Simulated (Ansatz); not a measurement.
**C₃H₄FNS: one species, many methods**

The task here is to estimate one member of a computed series from the others.

Method: functionals in def2-TZVPP, the program's frozen cores in correlated methods; program: Ansatz 0.2.0, Gaussian basis.

Levels to be run: PBE-D4, r2SCAN-D4, PBE0-D4, B3LYP-D4, ωB97X-V, ωB97M-V, B2PLYP; CCSD(T)/def2-TZVPP; MP2/def2-QZVPP; extrapolation to the limit.

## The geometry

All runs share one geometry, relaxed beforehand with PBE0-D4 in a triple-zeta def2 set.

10 atoms, charge 0, spin multiplicity 1.

Atoms are counted from 1 here; the program's logs count them from 0.

Bond lengths: C1–C2 1.198 Å, C1–H7 1.065 Å, C2–C3 1.458 Å, C3–N4 1.412 Å, C3–F5 1.383 Å, C3–S6 1.840 Å, N4–H8 1.010 Å, N4–H9 1.007 Å, S6–H10 1.343 Å. Angles: C2–C1–H7 179.7°, C1–C2–C3 179.8°, C2–C3–N4 111.1°, C2–C3–F5 108.4°, C2–C3–S6 110.7°, N4–C3–F5 109.2°, N4–C3–S6 110.3°, F5–C3–S6 107.0°, C3–N4–H8 113.4°, C3–N4–H9 113.3°, H8–N4–H9 112.1°, C3–S6–H10 96.4°.

The first run:

File in.yaml:

```yaml
crystal:
  periodic: [false, false, false]
  atoms:
    - {symbol: C, position_ang: [-0.090411, 0.335502, -2.166608]}
    - {symbol: C, position_ang: [0.080812, 0.091910, -1.005956]}
    - {symbol: C, position_ang: [0.284709, -0.200683, 0.407646]}
    - {symbol: N, position_ang: [-0.652466, -1.149240, 0.871482]}
    - {symbol: F, position_ang: [1.561380, -0.707626, 0.568679]}
    - {symbol: S, position_ang: [0.186324, 1.338728, 1.410002]}
    - {symbol: H, position_ang: [-0.238806, 0.555141, -3.197770]}
    - {symbol: H, position_ang: [-0.793920, -1.116661, 1.871208]}
    - {symbol: H, position_ang: [-1.522989, -1.129963, 0.364726]}
    - {symbol: H, position_ang: [1.268568, 1.931694, 0.879590]}
basis:
  gaussian: {orbitals: def2-TZVPP}
hamiltonian: {xc: pbe, dispersion: d4}
output: {forces: true, orbitals: {seedname: orbitals}}
```

Run with:

```bash
$ ansatz run in.yaml --threads 4 --pin off --events-out ev --progress --plain --max-ram 10444MiB
```

Among the steps run: PBE-D4 (GGA); r2SCAN-D4 (meta-GGA); PBE0-D4 (hybrid); B3LYP-D4 (hybrid); ωB97X-V (range-separated); ωB97M-V (range-separated); B2PLYP (double hybrid); CCSD(T) in def2-TZVPP; MP2 in def2-QZVPP.

One table of the session follows, with a row left open; its other results are not shown here.

It belongs to the step «Atomisation energies». 

```
            method  atomisation energy (kJ/mol)
            PBE-D4                            ?
         r2SCAN-D4                       3929.5
           PBE0-D4                       3957.3
          B3LYP-D4                       3919.8
           ωB97X-V                       3928.8
           ωB97M-V                       3944.0
            B2PLYP                       3878.3
     HF/def2-TZVPP                       2615.5
    MP2/def2-TZVPP                       3912.0
   CCSD/def2-TZVPP                       3695.7
CCSD(T)/def2-TZVPP                       3786.6
           MP2/CBS                       4037.7
       CCSD(T)/CBS                       3912.3
```

**Question.** Estimate the row for PBE-D4.

As computed: atomisation energy (kJ/mol): 4091.5. In the column «atomisation energy (kJ/mol)» it is the highest.

Caveats from the session: Free atoms (3 C, 1 N, 1 F, 1 S, 4 H) were run apart at each level; the atomisation energy is their sum less the molecule, without zero-point or spin-orbit terms.
